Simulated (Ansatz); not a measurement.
**Which method gave which barrier?**

Saddle point of SiH$_{4}$F, doublet (SiH₃F ([F][SiH3]) + H → SiH₃ + HF; bonds formed: F1–H3; bonds broken: F1–Si2), PBE0-D4/def2-TZVP structure:

```
6
angstrom
F -1.0063 -0.1847 -0.8238
Si 0.4781 0.0903 0.3875
H -1.8703 -0.3526 -1.5169
H 0.5448 1.5437 0.6514
H 1.6854 -0.4098 -0.3046
H 0.1683 -0.6871 1.6064
```

Ansatz 0.2.0; basis: def2-TZVPP, with def2-QZVPP for the basis limit; cores frozen in the correlated methods; orbitals are unrestricted. Extrapolation: Hartree–Fock as exp(−7.88 √X), correlation as X^−2.97. Four methods, as single points on the PBE0-D4 structures, gave these electronic barriers from the start structure: 22.21, 36.92, 44.05, 66.02 kcal/mol.

Problem. The methods were, in alphabetical order, BHLYP-D4, HF, PBE0-D4, SPW92. Which gave which? (Judge from chemistry; the calculation decides.)

Solution. Computed: SPW92 22.21; PBE0-D4 36.92; BHLYP-D4 44.05; HF 66.02 kcal/mol. For comparison, CCSD(T) at an estimated basis limit (MP2 extrapolated from triple and quadruple zeta, plus CCSD(T) − MP2 in triple zeta) gives 44.98 kcal/mol.

No T1 diagnostic of these runs exceeds 0.028. ⟨S²⟩ of the unrestricted Hartree–Fock references: 0.75 to 0.77 (a pure state has 0.75).

Radical steps of this kind take place in plasma deposition and etching.

Labels in which every atom is bracketed show which atoms are joined, not bond orders.

For scale, one of the runs: CCSD(T)/def2-TZVPP, 129 basis functions, launched by `ansatz run in.yaml --threads 2 --pin off --events-out ev --progress --plain --max-ram 4352MiB`. The run took 24 s on 2 CPU threads of an Intel Xeon Platinum 8259CL (shared host), with 1.4 GiB of host memory at its peak.
